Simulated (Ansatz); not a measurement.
Computed with Ansatz on PBE0-D4/def2-TZVP structures; ΔE is electronic, products minus reactants. CBS: def2 TZ/QZ extrapolation, frozen cores. DFT in def2-TZVPP. HSE06 is defined as in plane-wave codes. No spin–orbit coupling; open shells (•) take unrestricted orbitals.

Consider the hydrogen abstraction from the O–H bond: hydrogen peroxide + `[OH]`• → `[O]O`• + H₂O.

Question: Is it downhill or uphill in electronic energy at CCSD(T)/CBS, and by how much? (An estimate is asked.)

Answer: Computed: Downhill: ΔE = -132.7 kJ/mol.

Question: What do these levels give: B97M-V, HSE06-D4, HF/CBS(def2), HF/cc-pV(D+d)Z, MP2/cc-pV(D+d)Z, CCSD/cc-pV(D+d)Z? (Best estimate.)

Answer: Ansatz gave: B97M-V -134.0, HSE06-D4 -142.1, HF/CBS(def2) -101.3, HF/cc-pV(D+d)Z -92.6, MP2/cc-pV(D+d)Z -119.5, CCSD/cc-pV(D+d)Z -119.8 kJ/mol.

Largest T1 diagnostic among the species: 0.032.

In def2-TZVPP, CCSD(T) changes the Hartree–Fock value by −28.8 kJ/mol (the triples alone add −3.4 kJ/mol) and MP2 by −25.1 kJ/mol. From PBE to PBE0 (25 % exact exchange), in def2-TZVPP and without D4, ΔE moves by +13.9 kJ/mol. At CCSD(T), def2-SVP lies +8.0 kJ/mol from the extrapolated value and def2-TZVPP +4.1 kJ/mol.
